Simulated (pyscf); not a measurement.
Structures and frequencies: ωB97X-D3(BJ)/def2-SVP in PySCF.

Estimate by transition-state theory the rate constant of `[F][Sn]([Cl])([Cl])[SeH]` + `[ClH]` -> `[Cl][Sn]([Cl])([Cl])[SeH]` + `[FH]` (singlet surface; F–Sn, Cl–H broken, Cl–Sn, F–H formed) at 1200 K, with ωB97M-D3(BJ)/def2-TZVP energies (ideal gas, 1 atm, RRHO with modes under 100 cm⁻¹ raised to 100, one conformer, R ln 2 for chiral ones without a mode under 150 cm⁻¹; no tunnelling).

The electronic barrier is 8.9 kcal/mol and the thermal terms add +46.2, so ΔG‡ = 55.1 kcal/mol. With k_BT/h = 2.50e+13 s⁻¹ and RT = 2.385 kcal/mol, and a volume of 1.64e-19 cm³ per molecule at 1 atm, k = 3.8e-16 cm³ molecule⁻¹ s⁻¹. Wigner's tunnelling factor for 295i cm⁻¹ would be 1.01. A shift of 1 kcal/mol in the barrier changes k by a factor 1.5. On the reactant side the descent ends in a complex, 4.6 kcal/mol under the separated species and 10.6 kcal/mol under the saddle at ωB97X-D3(BJ)/def2-TZVP. On the product side the descent ends in a complex, 6.0 kcal/mol under the separated species and 22.0 kcal/mol under the saddle at ωB97X-D3(BJ)/def2-TZVP. At ωB97X-D3(BJ) the barrier from the zero used here is 6.0 kcal/mol. One saddle was located; it need not be the lowest between these sides. Elements up to Kr have no core potential and no relativistic terms here. Elements past Kr carry the def2 core potentials, without spin-orbit coupling.
